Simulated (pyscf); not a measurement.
Structures and frequencies: ωB97X-D3(BJ)/def2-SVP in PySCF.

Question: PBE/def2-TZVP puts the barrier of GeH₂ (SMILES [GeH2]) [singlet] + Cl–Cl (SMILES ClCl) → Cl–GeH₂–Cl (SMILES [Cl][GeH2][Cl]) (insertion; singlet surface; Cl–Cl broken, Cl–Ge, Cl–Ge formed) at -75.5 kJ/mol and the reaction energy at -458.7 kJ/mol, from the separated reactants. What do r²SCAN/def2-TZVP, M06-2X/def2-TZVP, ωB97M-D3(BJ)/def2-TZVP give on the same structures?

Answer: r²SCAN: ΔE‡ = -77.2 kJ/mol, ΔE = -500.8 kJ/mol; M06-2X: ΔE‡ = -0.1 kJ/mol, ΔE = -496.4 kJ/mol; ωB97M-D3(BJ): ΔE‡ = 16.1 kJ/mol, ΔE = -470.4 kJ/mol. PBE's barrier lies among them. Its reaction energy lies over all of them, by 11.6 to 42.1 kJ/mol. On the reactant side the descent ends in an adduct with a Cl–Ge contact, 37.1 kJ/mol under the separated species and 41.8 kJ/mol under the saddle at ωB97X-D3(BJ)/def2-TZVP. At PBE, r²SCAN this geometry lies under the reactants; that is no barrier but a single point on another level's saddle; such a level's own saddle, if it has one, lies nearer that side and is low. What is counted as formed (Cl–Ge) is already present as a longer contact in the reactant adduct; forming that adduct is a step of its own. At ωB97X-D3(BJ)/def2-TZVP the barrier from the zero used here is 4.7 kJ/mol. This is the saddle that the search found; another between the same sides may lie lower. One closed-shell reference is unstable to symmetry breaking; treat the single-reference values with care. Elements up to Kr have no core potential and no relativistic terms here.
